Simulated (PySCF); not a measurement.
PySCF input file for butadiene (C4H6), SMILES C=CC=C, TDDFT-LC-ωPBE/def2-SVPD. Geometry optimised at B3LYP-D3(BJ)/def2-SVP. One conformer was computed; it need not be the lowest.

```python
import numpy as np
from pyscf import gto, scf, dft, tdscf

mol = gto.M(
    atom='''
    C    -0.10976605    1.85105190    0.00000000
    C     0.40038700    0.60913427    0.00000000
    C    -0.40038700   -0.60913428    0.00000000
    C     0.10976605   -1.85105189    0.00000000
    H    -1.19133919    2.02050038    0.00000000
    H     0.53236808    2.73503518    0.00000000
    H     1.48910873    0.47465647    0.00000000
    H    -1.48910873   -0.47465646    0.00000000
    H    -0.53236808   -2.73503517    0.00000000
    H     1.19133919   -2.02050038    0.00000000
    ''',
    basis='def2-SVPD',
    charge=0,
    spin=0,
    symmetry=True,
    max_memory=1600,
    verbose=4,
)
mf = dft.RKS(mol, xc='lc_wpbe').density_fit(auxbasis='def2-universal-jkfit')
mf.grids.level = 3
mf.conv_tol = 1e-9
mf.max_cycle = 100
mf.kernel()
mf.grids = dft.Grids(mol).set(level=1).build(with_non0tab=True)  # coarser grid for the response kernel
td = tdscf.TDDFT(mf)
td.singlet = True
td.nstates = 10
td.conv_tol = 1e-4
td.kernel(x0=td.get_init_guess(mf, 15))
td.analyze()
tt = tdscf.TDA(mf)
tt.singlet = False
tt.nstates = 4
tt.conv_tol = 1e-4
tt.kernel(x0=tt.get_init_guess(mf, 9))
tt.analyze(verbose=3)
```

Program output:

```
PySCF version 2.14.0

[INPUT] verbose = 4
[INPUT] num. atoms = 10
[INPUT] num. electrons = 30
[INPUT] charge = 0
[INPUT] spin (= nelec alpha-beta = 2S) = 0
[INPUT] symmetry True subgroup None
[INPUT] Mole.unit = angstrom
[INPUT] Symbol           X                Y                Z      unit          X                Y                Z       unit  Magmom
[INPUT]  1 C     -0.109766050000   1.851051900000   0.000000000000 AA   -0.207427772275   3.497981133356   0.000000000000 Bohr   0.0
[INPUT]  2 C      0.400387000000   0.609134270000   0.000000000000 AA    0.756621773836   1.151096943387   0.000000000000 Bohr   0.0
[INPUT]  3 C     -0.400387000000  -0.609134280000   0.000000000000 AA   -0.756621773836  -1.151096962284   0.000000000000 Bohr   0.0
[INPUT]  4 C      0.109766050000  -1.851051890000   0.000000000000 AA    0.207427772275  -3.497981114459   0.000000000000 Bohr   0.0
[INPUT]  5 H     -1.191339190000   2.020500380000   0.000000000000 AA   -2.251304790561   3.818192352780   0.000000000000 Bohr   0.0
[INPUT]  6 H      0.532368080000   2.735035180000   0.000000000000 AA    1.006029868661   5.168467431251   0.000000000000 Bohr   0.0
[INPUT]  7 H      1.489108730000   0.474656470000   0.000000000000 AA    2.814007669399   0.896970731553   0.000000000000 Bohr   0.0
[INPUT]  8 H     -1.489108730000  -0.474656460000   0.000000000000 AA   -2.814007669399  -0.896970712656   0.000000000000 Bohr   0.0
[INPUT]  9 H     -0.532368080000  -2.735035170000   0.000000000000 AA   -1.006029868661  -5.168467412353   0.000000000000 Bohr   0.0
[INPUT] 10 H      1.191339190000  -2.020500380000   0.000000000000 AA    2.251304790561  -3.818192352780   0.000000000000 Bohr   0.0

nuclear repulsion = 103.316198306281
point group symmetry = C2h
symmetry origin: [0.00000000e+00 1.25981739e-09 0.00000000e+00]
symmetry axis x: [1.00000000e+00 1.17638367e-09 0.00000000e+00]
symmetry axis y: [-1.17638367e-09  1.00000000e+00  0.00000000e+00]
symmetry axis z: [0. 0. 1.]
num. orbitals of irrep Ag = 46
num. orbitals of irrep Bg = 18
num. orbitals of irrep Au = 18
num. orbitals of irrep Bu = 46
number of shells = 56
number of NR pGTOs = 180
number of NR cGTOs = 128
basis = def2-SVPD
ecp = {}


[settings echo left out]
init E= -156.158798796621
HOMO (Bg) = -0.270280575718609  LUMO (Au) = -0.0666962897141524  gap/eV = 5.53981
cycle= 1 E= -155.75421132909  delta_E= 0.405  |g|= 0.189  |ddm|= 4.46
HOMO (Bg) = -0.333218655287613  LUMO (Au) = 0.050383116441437  gap/eV = 10.43834
cycle= 2 E= -155.768020461681  delta_E= -0.0138  |g|= 0.0569  |ddm|= 0.557
HOMO (Bg) = -0.349917030994807  LUMO (Au) = 0.040951553828803  gap/eV = 10.63608
cycle= 3 E= -155.769112747107  delta_E= -0.00109  |g|= 0.0266  |ddm|= 0.193
HOMO (Bg) = -0.344979219410096  LUMO (Au) = 0.0468923007463649  gap/eV = 10.66337
cycle= 4 E= -155.769331799531  delta_E= -0.000219  |g|= 0.00708  |ddm|= 0.0618
HOMO (Bg) = -0.344705045757381  LUMO (Au) = 0.0475428490385519  gap/eV = 10.67361
cycle= 5 E= -155.769347918156  delta_E= -1.61e-05  |g|= 0.0026  |ddm|= 0.0137
HOMO (Bg) = -0.345208931888908  LUMO (Au) = 0.0473527131716174  gap/eV = 10.68215
cycle= 6 E= -155.769351079576  delta_E= -3.16e-06  |g|= 0.00045  |ddm|= 0.00713
HOMO (Bg) = -0.345219378803294  LUMO (Au) = 0.0474822781903632  gap/eV = 10.68596
cycle= 7 E= -155.769351313753  delta_E= -2.34e-07  |g|= 8.65e-05  |ddm|= 0.00164
HOMO (Bg) = -0.345232865533547  LUMO (Au) = 0.0474940108877431  gap/eV = 10.68664
cycle= 8 E= -155.769351322595  delta_E= -8.84e-09  |g|= 1.43e-05  |ddm|= 0.000501
HOMO (Bg) = -0.345234734113942  LUMO (Au) = 0.047494197495261  gap/eV = 10.68670
cycle= 9 E= -155.769351322783  delta_E= -1.88e-10  |g|= 3.88e-06  |ddm|= 8.06e-05
HOMO (Bg) = -0.345234822239171  LUMO (Au) = 0.0474943183754033  gap/eV = 10.68670
Extra cycle  E= -155.769351322792  delta_E= -9.49e-12  |g|= 1.41e-06  |ddm|= 2.18e-05
converged SCF energy = -155.769351322792
tot grids = 35552


******** <class 'pyscf.tdscf.rks.TDDFT'> for <class 'pyscf.df.df_jk.DFSymAdaptedRKS'> ********
nstates = 10 singlet
deg_eia_thresh = 1.000e-03
wfnsym = None
conv_tol = 0.0001
eigh lindep = 1e-12
eigh level_shift = 0
eigh max_cycle = 100


Excitation energies (eV)
[6.11297636 7.47028093 7.52558576 7.83006728 7.97555744 8.022069
 8.41275567 8.54899187 8.57664578 9.09325299]

** Singlet excitation energies and oscillator strengths **
Excited State   1:   Bu      6.11298 eV    202.82 nm  f=0.7391
      15 -> 16        0.70257
Excited State   2:  ???      7.47028 eV    165.97 nm  f=0.0009
      12 -> 20        0.12630
      13 -> 16        0.68569
Excited State   3:  ???      7.52559 eV    164.75 nm  f=0.0000
      14 -> 19       -0.10665
      15 -> 17        0.66557
      15 -> 21       -0.16605
Excited State   4:  ???      7.83007 eV    158.34 nm  f=0.0001
      15 -> 18       -0.47930
      15 -> 19       -0.48524
Excited State   5:   Ag      7.97556 eV    155.46 nm  f=0.0000
      15 -> 20       -0.69961
Excited State   6:  ???      8.02207 eV    154.55 nm  f=0.0790
      14 -> 17        0.18701
      15 -> 18        0.47149
      15 -> 19       -0.46868
Excited State   7:   Ag      8.41276 eV    147.38 nm  f=0.0000
      14 -> 16       -0.69882
Excited State   8:  ???      8.54899 eV    145.03 nm  f=0.0014
       9 -> 20       -0.12865
      11 -> 16        0.68410
Excited State   9:  ???      8.57665 eV    144.56 nm  f=0.0000
      12 -> 16       -0.63602
      13 -> 20       -0.26574
Excited State  10:  ???      9.09325 eV    136.35 nm  f=0.0000
      14 -> 18       -0.18885
      15 -> 17       -0.14877
      15 -> 21       -0.64566

** Transition electric dipole moments (AU) **
state          X           Y           Z        Dip. S.      Osc.
  1        -0.3260      2.1974      0.0000      4.9349      0.7391
  2        -0.0000      0.0000     -0.0714      0.0051      0.0009
  3        -0.0000     -0.0000      0.0000      0.0000      0.0000
  4        -0.0000     -0.0000     -0.0214      0.0005      0.0001
  5         0.0000      0.0000     -0.0000      0.0000      0.0000
  6        -0.0000      0.0000     -0.6339      0.4019      0.0790
  7        -0.0000     -0.0000      0.0000      0.0000      0.0000
  8         0.0000      0.0000      0.0805      0.0065      0.0014
  9        -0.0000     -0.0000     -0.0000      0.0000      0.0000
 10         0.0000      0.0000      0.0000      0.0000      0.0000

** Transition velocity dipole moments (imaginary part, AU) **
state          X           Y           Z        Dip. S.      Osc.
  1        -0.0730      0.4869      0.0000      0.2424      0.7192
  2         0.0000     -0.0000     -0.0224      0.0005      0.0012
  3        -0.0000      0.0000     -0.0000      0.0000      0.0000
  4         0.0000      0.0000     -0.0106      0.0001      0.0003
  5        -0.0000     -0.0000      0.0000      0.0000      0.0000
  6         0.0000     -0.0000     -0.2229      0.0497      0.1124
  7         0.0000      0.0000     -0.0000      0.0000      0.0000
  8         0.0000     -0.0000      0.0242      0.0006      0.0012
  9        -0.0000      0.0000     -0.0000      0.0000      0.0000
 10         0.0000     -0.0000      0.0000      0.0000      0.0000

** Transition magnetic dipole moments (imaginary part, AU) **
state          X           Y           Z
  1         0.0000     -0.0000      0.0000
  2         0.0000      0.0000      0.0000
  3         1.0249     -0.1541      0.0000
  4         0.0000      0.0000      0.0000
  5        -0.0000     -0.0000     -1.0150
  6        -0.0000      0.0000      0.0000
  7         0.0000      0.0000      0.3266
  8         0.0000      0.0000      0.0000
  9        -0.1269     -1.9477      0.0000
 10         0.1553     -0.0073     -0.0000


******** <class 'pyscf.tdscf.rks.TDA'> for <class 'pyscf.df.df_jk.DFSymAdaptedRKS'> ********
nstates = 4 triplet
deg_eia_thresh = 1.000e-03
wfnsym = None
conv_tol = 0.0001
eigh lindep = 1e-12
eigh level_shift = 0
eigh max_cycle = 100


Excitation energies (eV)
[3.07787776 4.84067835 7.01841204 7.40438353]

** Triplet excitation energies and oscillator strengths **
Excited State   1:   Bu      3.07788 eV    402.82 nm  f=0.0000
Excited State   2:   Ag      4.84068 eV    256.13 nm  f=0.0000
Excited State   3:   Au      7.01841 eV    176.66 nm  f=0.0000
Excited State   4:   Bg      7.40438 eV    167.45 nm  f=0.0000
```

Self-consistency was reached.

Cost: very roughly 2.2 core-minutes.
